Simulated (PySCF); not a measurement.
Working out the ionisation energy of P

P [Ne] 3s2 3p3 (4S) → P⁺ [Ne] 3s2 3p2 (3P). Computed with PySCF 2.14 in aug-cc-pVDZ-DK (5s4p2d, 27 functions), with scalar relativity by spin-free X2C-1e. Frozen: [Ne]. Energies in hartree (1 hartree = 27.21139 eV):

```
            part    P (lower)   P⁺ (upper)
             UHF  -341.524308  -341.159399
CCSD correlation    -0.085087    -0.070962
             (T)    -0.001546    -0.001045
```

Question: What does Hartree-Fock give?

Answer: (-341.159399) − (-341.524308) = 0.364909 hartree = 9.930 eV.

Question: What do CCSD and CCSD(T) give?

Answer: The CCSD correlation energies differ by 0.014125 hartree = 0.384 eV and the triples by 0.000501 hartree = 0.014 eV, so CCSD gives 10.314 eV and CCSD(T) 10.328 eV.

Measured between the centres of the two terms (NIST): 10.526 eV, so CCSD(T) (valence) is off by -0.198 eV.

A double-zeta basis recovers only part of the correlation energy.

What remains against the reference includes basis incompleteness, the frozen core and higher excitations.
